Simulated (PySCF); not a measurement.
**[CH3]+: umbrella–stretch map**

Computed with PySCF, PBE0, basis C def2-TZVP, H def2-TZVP (no relativity, density fitting).

Rigid scan from the singlet minimum (C–H 1.093 Å (×3); H–C–H 120.0° (×3)). Coordinate: rows: all bonds scaled; columns: angle to the threefold axis. Energies in kJ/mol from the minimum.

Rows run from the largest first scale (top) to the smallest, columns from the smallest angle to the largest. Lower edges of the bins (kJ/mol): '0' 0.0, '1' 1.9, '2' 4.8, '3' 9.5, '4' 16.8, '5' 28.5, '6' 47.1, '7' 76.5, '8' 123.1, '9' 196.9; top 314.
```
997654
987632
987530
987631
997643
```

(1) Give the energies on the grid of the scan.

Answers

(1) 
```json
{"scale \\ angle": "0.95", "60": "314", "66": "205", "72": "122", "78": "63", "84": "28", "90": "16"}
{"scale \\ angle": "0.98", "60": "295", "66": "188", "72": "106", "78": "48", "84": "14", "90": "2"}
{"scale \\ angle": "1.00", "60": "288", "66": "183", "72": "102", "78": "45", "84": "11", "90": "0"}
{"scale \\ angle": "1.03", "60": "288", "66": "184", "72": "105", "78": "49", "84": "16", "90": "5"}
{"scale \\ angle": "1.07", "60": "300", "66": "199", "72": "122", "78": "68", "84": "36", "90": "25"}
```

The bond scale of lowest energy on the grid is 1.03 at 60°, 1.00 at 66°, 1.00 at 72°, 1.00 at 78°, 1.00 at 84°, 1.00 at 90°.

Other isomers or separated fragments may lie lower.

The scan took about 90 core-seconds on a shared host.
